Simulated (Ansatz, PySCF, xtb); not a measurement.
Acid–base and redox partners of CC=C. All species are isolated molecules in the gas phase. One relaxed conformer stands for each flexible species; it need not be the lowest. Strings in code marks are SMILES.

Quantity: proton affinity at 298 K, in eV. Thermal and zero-point terms are GFN2-xTB rigid-rotor harmonic values (xtb).

Level 1: frozen-core MP2/cc-pVTZ // PBE0-D4/def2-TZVP (Ansatz, a first-principles code)
Level 2: B3LYP/6-31G* // PBE0-D4/def2-TZVP (PySCF)
Level 3: M06-2X/6-31G* // PBE0-D4/def2-TZVP (PySCF)
Level 4: HF/3-21G // PBE0-D4/def2-TZVP (PySCF)

| species | level 2 | level 3 | level 4 |
|---|---|---|---|
| proton added at C1: `C[CH+]C` | 8.13 | 7.88 | 8.04 |

**Question.** What does level 1 give for each?

**Answer.** 
- proton added at C1: `C[CH+]C`: 7.67
